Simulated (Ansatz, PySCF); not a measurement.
Molecule: CH5Si, net charge -1, singlet state. It need not be the lowest isomer of its formula. Whether it binds its extra electron was not tested at this geometry. 
Structure (B3LYP-D3(BJ)/def2-TZVP (Ansatz, an electronic-structure program) minimum search):
SMILES: C[SiH2-]
```xyz
7

C     -0.0142    -0.0695    -1.2342
Si     0.0083     0.1701     0.7319
H     -0.0173    -1.1129    -1.5686
H     -0.8989     0.4194    -1.6598
H      0.8596     0.4208    -1.6802
H     -1.1142    -0.8468     1.0468
H      1.1395    -0.8450     1.0207
```
Charge -1, spin multiplicity 1.

Total electronic energies in hartree. Valence correlation only, unless marked. No spin-orbit coupling. No relativistic terms. CBS marks a two-point X^-3 extrapolation of the correlation energy; Hartree-Fock from the larger set. [CCSD(T)-MP2]/basis is that difference in the basis named.

```csv
level,program,energy (Eh)
HF-D3(BJ)/def2-TZVPD,PySCF + dftd3,-329.72655
BLYP-D3(BJ)/def2-TZVPD,Ansatz + dftd3,-330.58821
revPBE-D4/def2-TZVPD,Ansatz + dftd4,___
TPSS-D3(BJ)/def2-TZVPD,PySCF + dftd3,-330.65474
TPSS-D4/def2-TZVPD,PySCF + dftd4,-330.65683
B3LYP-D4/def2-TZVPD,Ansatz + dftd4,-330.65239
PBE0/def2-SVP,Ansatz,-330.28253
PW6B95/def2-TZVPD,PySCF,-330.92490
HSE06-D3(BJ)/def2-TZVPD,Ansatz + dftd3,___
MP2/def2-SVP,Ansatz,-329.80114
RI-MP2/def2-TZVPPD,Ansatz,-330.02306
SCS-MP2/def2-SVPD,Ansatz,-329.83626
SCS-MP2/aug-cc-pV(T+d)Z,Ansatz,-330.04718
CCSD/6-31G*,Ansatz,-329.89585
"RI-MP2/CBS(aug-cc-pV(T+d)Z,aug-cc-pV(Q+d)Z)+[CCSD(T)-MP2]/aug-cc-pV(T+d)Z",Ansatz,-330.1216
```

**Question.** What belongs in the gaps?

**Answer.** 
- revPBE-D4/def2-TZVPD, energy (Eh): -330.55955
- HSE06-D3(BJ)/def2-TZVPD, energy (Eh): -330.42834
